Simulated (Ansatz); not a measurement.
**AlPH₆: basis-set convergence**

How large a basis does AlPH₆ need? Two functionals and correlated methods are run in growing sets.

The runs use Ansatz 0.2.0, Gaussian basis; one geometry, several basis sets.

Levels to be run: PBE0-D4/def2-SVP; ωB97M-V/def2-SVP; PBE0-D4/def2-QZVPP; ωB97M-V/def2-QZVPP; CCSD(T)/cc-pV(D+d)Z; CCSD(T)/cc-pV(T+d)Z; MP2/cc-pV(Q+d)Z; the functionals' def2-TZVPP values are taken from earlier runs.

2 further runs of the same task are left out: 2 that didn't finish.

## (1) The relaxed structure

The geometry comes from an earlier relaxation with PBE0-D4 in a triple-zeta def2 set; it is a stationary point, not always the lowest conformer.

SMILES `[AlH3-][PH3+]`, 8 atoms, charge 0, spin multiplicity 1.

Atoms are counted from 1 here; the program's logs count them from 0.

Bond lengths: Al1–P2 2.514 Å, Al1–H3 1.598 Å, Al1–H4 1.598 Å, Al1–H5 1.598 Å, P2–H6 1.409 Å, P2–H7 1.409 Å, P2–H8 1.409 Å. Angles: P2–Al1–H3 96.8°, P2–Al1–H4 96.8°, P2–Al1–H5 96.8°, H3–Al1–H4 118.6°, H3–Al1–H5 118.6°, H4–Al1–H5 118.6°, Al1–P2–H6 118.9°, Al1–P2–H7 119.0°, Al1–P2–H8 119.0°, H6–P2–H7 98.5°, H6–P2–H8 98.5°, H7–P2–H8 98.5°.

## (2) PBE0-D4 in def2-SVP

The input, in.yaml:

```yaml
crystal:
  periodic: [false, false, false]
  atoms:
    - {symbol: Al, position_ang: [-0.472059, 0.166915, -1.354480]}
    - {symbol: P, position_ang: [0.371450, -0.137046, 0.994620]}
    - {symbol: H, position_ang: [0.029996, -1.240687, -1.920089]}
    - {symbol: H, position_ang: [-2.016434, 0.334663, -0.979965]}
    - {symbol: H, position_ang: [0.379780, 1.475822, -1.692949]}
    - {symbol: H, position_ang: [0.167186, 0.896877, 1.930472]}
    - {symbol: H, position_ang: [1.750255, -0.340237, 1.204815]}
    - {symbol: H, position_ang: [-0.118074, -1.213406, 1.761674]}
basis:
  gaussian: {orbitals: def2-SVP}
hamiltonian: {xc: pbe0, dispersion: d4}
output: {orbitals: {seedname: orbitals}}
```

Run with:

```bash
$ ansatz run in.yaml --threads 4 --pin off --events-out ev --progress --plain --max-ram 10444MiB
```

The runs that follow: ωB97M-V in def2-SVP; PBE0-D4 in def2-QZVPP; ωB97M-V in def2-QZVPP; CCSD(T) in cc-pV(D+d)Z; CCSD(T) in cc-pV(T+d)Z; MP2 in cc-pV(Q+d)Z.

Before running them: what should the planned runs give, taken together? Wanted: MP2 correlation recovered, cc-pV(D+d)Z; MP2 correlation recovered, cc-pV(T+d)Z; MP2 correlation recovered, cc-pV(Q+d)Z; CCSD(T) limit from def2 sets; PBE0-D4: double and triple zeta above quadruple; ωB97M-V: double and triple zeta above quadruple.

As calculated:

| quantity | value |
| --- | --- |
| MP2 correlation recovered, cc-pV(D+d)Z | 71.8 % |
| MP2 correlation recovered, cc-pV(T+d)Z | 89.2 % |
| MP2 correlation recovered, cc-pV(Q+d)Z | 95.5 % |
| CCSD(T) limit from def2 sets (earlier runs) less the limit of this series | -74 meV |
| PBE0-D4: double and triple zeta above quadruple | 6.15, 0.51 eV |
| ωB97M-V: double and triple zeta above quadruple | 6.21, 0.50 eV |

In words: PBE0-D4 gains 5.63 eV from double to triple zeta, then 0.51 eV more. Correlation climbs from 72 % (cc-pV(D+d)Z) to 96 % (cc-pV(Q+d)Z) of the limit; Hartree-Fock is 0.055 eV from its own by then. A limit from the def2 sets, made apart, differs by 74 meV, a least measure of the doubt on such a limit. These are total energies; as a rule much of such shifts cancels in differences, which this series doesn't test. The LUMO of ωB97M-V is positive and keeps falling with the basis (1.83 to 0.81 eV): an unbound level that the basis holds in place.
